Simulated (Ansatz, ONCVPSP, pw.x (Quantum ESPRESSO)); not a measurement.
## What a changed setting does to a pw.x run (fcc Hf)

Potential: optimised norm-conserving Vanderbilt (ONCV), ONCVPSP 4.0.1.1 (patched build), PBEsol; core [Kr] 4d10 4f14, reference 5s2 5p6 5d2 6s1 6p1; waves: 5s+6s: rc 1.95 bohr, ncon 3, nbas 6, qcut 7.4 1/bohr, 2 projectors; 5p+6p: rc 2.55 bohr, ncon 4, nbas 7, qcut 4.3 1/bohr, 2 projectors; 5d: rc 3.20 bohr, ncon 3, nbas 7, qcut 5.1 1/bohr, 3 projectors, debl 1.4 Ha; local part: polynomial inside 1.30 bohr (lpopt 5, dvloc0 9.5 Ha); core correction: Teter function, fcfact 5.25, rcfact 1.

The reference run (k-mesh 13³, cutoffs 50/200 Ry, Fermi–Dirac 0.01 Ry, mixing_beta 0.4, conv_thr 1e-9, no spin) gives -1.01 GPa at 21.622 Å³/atom, where all-electron LAPW gives 0.13 GPa. This run, with its own iteration cap, changes startingwfc to random.

```
&control
  calculation='scf', prefix='x', pseudo_dir='./', outdir='./tmp', tstress=.true., disk_io='none'
/
&system
  ibrav=0, nat=1, ntyp=1, ecutwfc=50, ecutrho=200, nbnd=14,
  occupations='smearing', smearing='fd', degauss=0.01
/
&electrons
  conv_thr=1e-09, mixing_beta=0.4, electron_maxstep=60, startingwfc='random'
/
ATOMIC_SPECIES
Hf 1.0 Hf.UPF
CELL_PARAMETERS angstrom
  0.00000000 2.21116910 2.21116910
  2.21116910 0.00000000 2.21116910
  2.21116910 2.21116910 0.00000000
ATOMIC_POSITIONS crystal
Hf 0.0000 0.0000 0.0000
K_POINTS automatic
13 13 13 0 0 0
```

```bash
pw.x < Hf.scf.in > Hf.scf.out
```

Q: How does the run end?

A: It converges in 7 iterations; the free energy moves by +0.0 meV/atom and the pressure by +0.00 GPa. The result is that of the reference run.

```
Message from routine setup:
     using ibrav=0 with symmetry is DISCOURAGED, use correct ibrav instead
     lattice parameter (alat)  =       5.9093  a.u.
     unit-cell volume          =     145.9125 (a.u.)^3
     number of electrons       =        12.00
     number of Kohn-Sham states=           14
     kinetic-energy cutoff     =      50.0000  Ry
     charge density cutoff     =     200.0000  Ry
     scf convergence threshold =      1.0E-09
     Exchange-correlation= PBESOL
     number of k points=    84  Fermi-Dirac smearing, width (Ry)=  0.0100
     iteration #  1     ecut=    50.00 Ry     beta= 0.40
     total energy              =    -103.43544351 Ry
     estimated scf accuracy    <       0.03538536 Ry
     iteration #  2     ecut=    50.00 Ry     beta= 0.40
     total energy              =    -103.43413595 Ry
     estimated scf accuracy    <       0.00656097 Ry
     iteration #  3     ecut=    50.00 Ry     beta= 0.40
     total energy              =    -103.43496346 Ry
     estimated scf accuracy    <       0.00021492 Ry
     iteration #  4     ecut=    50.00 Ry     beta= 0.40
     total energy              =    -103.43497258 Ry
     estimated scf accuracy    <       0.00000023 Ry
     iteration #  5     ecut=    50.00 Ry     beta= 0.40
     total energy              =    -103.43497270 Ry
     estimated scf accuracy    <       0.00000005 Ry
     iteration #  6     ecut=    50.00 Ry     beta= 0.40
     total energy              =    -103.43497270 Ry
     estimated scf accuracy    <          1.4E-09 Ry
     iteration #  7     ecut=    50.00 Ry     beta= 0.40
     the Fermi energy is    14.9480 ev
!    total energy              =    -103.43497270 Ry
     estimated scf accuracy    <          4.7E-11 Ry
     smearing contrib. (-TS)   =      -0.00637266 Ry
     The total energy is F=E-TS. E is the sum of the following terms:
     one-electron contribution =     -20.11848050 Ry
     hartree contribution      =      13.38910133 Ry
     xc contribution           =     -17.69724587 Ry
     ewald contribution        =     -79.00197500 Ry
     convergence has been achieved in   7 iterations
          total   stress  (Ry/bohr**3)                   (kbar)     P=      -10.12
     Message from routine punch:
     Nothing written, as per user request (disk_io='none')
```

The run took about 26 s on one core of a shared host (Neoverse-N1, 64 threads, 124 GiB, load 59).
